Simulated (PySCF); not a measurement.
J couplings in [C₄H₃FN]-

Molfile (atoms numbered from 1):
```
C4H3FN
     RDKit          3D

  9  9  0  0  0  0  0  0  0  0999 V2000
    2.6111   -0.1178    0.1170 F   0  0  0  0  0  0  0  0  0  0  0  0
    1.2564   -0.0476    0.0002 C   0  0  0  0  0  0  0  0  0  0  0  0
    0.5348    1.1148   -0.2759 C   0  0  0  0  0  0  0  0  0  0  0  0
   -0.8163    0.6635   -0.2937 C   0  0  0  0  0  0  0  0  0  0  0  0
   -0.7575   -0.7077   -0.0274 C   0  0  0  0  0  0  0  0  0  0  0  0
    0.5237   -1.1407    0.1545 N   0  0  0  0  0  0  0  0  0  0  0  0
    0.9248    2.1210   -0.4377 H   0  0  0  0  0  0  0  0  0  0  0  0
   -1.7100    1.2671   -0.4775 H   0  0  0  0  0  0  0  0  0  0  0  0
   -1.5967   -1.4094    0.0421 H   0  0  0  0  0  0  0  0  0  0  0  0
  1  2  1  0
  2  3  2  0
  3  4  1  0
  4  5  2  0
  5  6  1  0
  6  2  1  0
  3  7  1  0
  4  8  1  0
  5  9  1  0
M  CHG  1   6  -1
M  END
```

Indirect spin–spin couplings were computed at B3LYP/pcJ-1 (PySCF 2.14.0 with density-fitted response routines) on a PBE0-D3(BJ)/def2-SVP structure, for the isolated molecule, without vibrational or relativistic corrections. Couplings are averaged over pairs made equivalent by symmetry, fast rotation or ring inversion, so a value needn't be that of the named pair in this geometry, while other rotamers aren't included; one pair stands for each set, and the list holds a selection of those of at least 0.8 Hz over up to four bonds. One-bond C–F couplings come out tens of Hz too large with common functionals.

Isotopes: ¹⁹F, ¹³C, ¹H, ¹⁵N.

| pair | bonds | J (Hz) |
| --- | --- | --- |
| F1, C2 | 1 | -264.9 |
| C2, C3 | 1 | 90.7 |
| C2, N6 | 1 | ? |
| C3, C4 | 1 | 67.8 |
| C3, H7 | 1 | ? |
| C4, C5 | 1 | 65.5 |
| C4, H8 | 1 | ? |
| C5, H9 | 1 | 175.3 |
| F1, C3 | 2 | 32.2 |
| F1, N6 | 2 | ? |
| C2, C4 | 2 | 17.9 |
| C2, H7 | 2 | 2.6 |
| C3, C5 | 2 | 5.4 |
| C3, H8 | 2 | 6.6 |
| C4, H7 | 2 | 5.8 |
| C4, H9 | 2 | 12.5 |
| C5, H8 | 2 | ? |
| F1, C4 | 3 | -2.2 |
| F1, C5 | 3 | 21.7 |
| F1, H7 | 3 | ? |
| C2, H8 | 3 | 11.7 |
| C5, H7 | 3 | ? |
| H7, H8 | 3 | 2.7 |
| H8, H9 | 3 | 2.1 |
| F1, H9 | 4 | ? |
| H7, H9 | 4 | 1.6 |

Estimate the withheld couplings, with signs.

Answers


- ¹J(C2,N6) = -8.7 Hz (bond length 1.325 Å)
- ¹J(C3,H7) = 166.5 Hz (bond length 1.091 Å, sp2 carbon)
- ¹J(C4,H8) = 161.2 Hz (bond length 1.094 Å, sp2 carbon)
- ²J(F1,N6) = -43.7 Hz (angle at C2 120°)
- ²J(C5,H8) = 5.8 Hz (angle at C4 127°)
- ³J(F1,H7) = -8.6 Hz (dihedral angle 0°)
- ³J(C5,H7) = 10.5 Hz (dihedral angle 180°)
- ⁴J(F1,H9) = -1.5 Hz
